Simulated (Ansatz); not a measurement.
# C₂H₃NO (SMILES C=NC=O): one structure at several levels

One table from this session's results is given with a row withheld; the runs are named, their logs left out.

Method: single points in def2-TZVPP; program: Ansatz 0.2.0, Gaussian basis.

Correlated methods freeze the cores.

## Starting geometry

SMILES `C=NC=O`, 7 atoms, charge 0, spin multiplicity 1.

Atoms are counted from 1 here; the program's logs count them from 0.

Bond lengths: C1–N2 1.225 Å, C1–H5 1.063 Å, C1–H6 1.157 Å, N2–C3 1.399 Å, C3–O4 0.994 Å, C3–H7 1.177 Å. Angles: N2–C1–H5 125.0°, N2–C1–H6 120.8°, H5–C1–H6 113.6°, C1–N2–C3 137.1°, N2–C3–O4 119.9°, N2–C3–H7 99.0°, O4–C3–H7 137.9°.

Geometry (Å):

```xyz
7
charge 0, multiplicity 1
C    -0.7273    0.8704   -0.1984
N    -0.1204   -0.0034    0.4081
C     0.6867   -1.1011    0.0888
O     0.2737   -1.9919   -0.0662
H    -0.7816    0.9518   -1.2570
H    -1.1594    1.7881    0.3590
H     1.7291   -0.6669    0.4220
```

Set-up of the first run:

The input, run/in.yaml:

```yaml
crystal:
  periodic: [false, false, false]
  atoms:
    - {symbol: C, position_ang: [-0.727300, 0.870400, -0.198400]}
    - {symbol: N, position_ang: [-0.120400, -0.003400, 0.408100]}
    - {symbol: C, position_ang: [0.686700, -1.101100, 0.088800]}
    - {symbol: O, position_ang: [0.273700, -1.991900, -0.066200]}
    - {symbol: H, position_ang: [-0.781600, 0.951800, -1.257000]}
    - {symbol: H, position_ang: [-1.159400, 1.788100, 0.359000]}
    - {symbol: H, position_ang: [1.729100, -0.666900, 0.422000]}
basis:
  gaussian: {orbitals: def2-TZVPP}
correlation: {method: ccsd_t}
output: {forces: true}
```

The command line of these runs was not kept.

Among the steps run: CCSD(T)/def2-TZVPP; PBE0-D4/def2-TZVPP; wB97M-V/def2-TZVPP; r2SCAN-D4/def2-TZVPP; PBE-D4/def2-TZVPP; LC-wPBE/def2-TZVPP; r2SCAN0-D4/def2-TZVPP.

One table of the session follows, with a row left open; its other results are not shown here.

| method | RMS force component (eV/Å) | angle to CCSD(T) forces (°) | dipole (D) |
| --- | --- | --- | --- |
| CCSD(T) | 11.189 | reference | 2.10 |
| PBE0-D4 | 10.897 | 1.7 | 2.15 |
| wB97M-V | 10.919 | 1.4 | 2.14 |
| r2SCAN-D4 | 10.945 | 1.4 | 2.11 |
| PBE-D4 | 11.185 | 1.2 | 2.04 |
| LC-wPBE | ? | ? | ? |
| r2SCAN0-D4 | 10.737 | 2.0 | 2.20 |

Estimate the missing values for LC-wPBE.

**Answer.** RMS force component (eV/Å): 10.963; angle to CCSD(T) forces (°): 1.8; dipole (D): 2.24. In the column «RMS force component (eV/Å)» it lies between r2SCAN-D4 (10.945) and PBE-D4 (11.185).
